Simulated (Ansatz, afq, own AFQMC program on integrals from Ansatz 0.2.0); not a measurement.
# GeNH$_{2}$, quartet: AFQMC among the cluster methods

```yaml
atoms:
  - { symbol: Ge, position_ang: [-0.0382, 0.0000, 0.3266] }
  - { symbol: N, position_ang: [0.0800, 0.0000, -1.8170] }
  - { symbol: H, position_ang: [0.8196, -1.3891, 0.8557] }
  - { symbol: H, position_ang: [0.8196, 1.3891, 0.8557] }
```

Connectivity, by distances: GeH2–N.

Basis cc-pVDZ. Noble-gas cores (and the filled d shells of Ga–Kr and In–Xe) are frozen. AFQMC by an in-house program on the Cholesky factors that Ansatz 0.2.0 writes for its CCSD(T) run. The CISD trial takes its coefficients from CCSD amplitudes. Released means that phaseless walkers are propagated on without the constraint, phases kept. ± is one standard error of the sampling. No spin–orbit coupling.

Determinant: UHF, the one that the program's search chose, which needn't be the lowest solution. The geometry is a point of a scan.

No full CI on the walks' own integrals is used here; CCSDT(Q) serves as the reference and is uncertain by about the last step of the cluster series.

Cautions: no relativity below Rb; no spin-orbit coupling; inner d shell frozen; lower spins were not checked; unrestricted determinant spin contaminated (⟨S²⟩ 3.88 against 3.75).

- T1 diagnostic: 0.0289
- weight of the determinant in the CISD state: 0.870
- ⟨S²⟩ of the determinant: 3.876
- size of the correlated space: 11 electrons in 36 orbitals

```
  level  correlation energy (eV)
    MP2                  -4.6738
   CCSD                  -5.8575
CCSD(T)                  -6.0107
```

**Question.** Estimate where phaseless AFQMC with the Hartree–Fock trial lies against CCSD(T) on the same integrals.

**Answer.** 7.3 ± 4.7 kJ/mol below CCSD(T). The gap is under twice the noise, so this walk alone can't tell the two apart.

Reference: CCSDT(Q), correlation energy -6.068 eV. The released energy is read at 1.62 1/Eh, later times being too noisy (meV from the phaseless value at times in 1/Eh: -1 ± 12 at 0.24, -16 ± 10 at 0.51, -20 ± 13 at 0.99, -16 ± 15 at 1.62, -35 ± 23 at 2.40).

```csv
level,E − E(reference) (kJ/mol),share of correlation (%)
CCSD(T),5.5,99.06
CCSDT,1.1,99.81
ph-AFQMC/HF,-1.8 ± 4.7,100.30
ph-AFQMC/CISD,2.5 ± 0.9,99.58
released AFQMC,0.9 ± 1.5,99.84
```

A walk keeps the symmetry of its determinant, which the program's search chose and which needn't be the lowest solution, so a lower state of the same spin and another symmetry isn't excluded. Released energies are given only where the last usable release times agree within the noise; a slower fall can still hide under it.
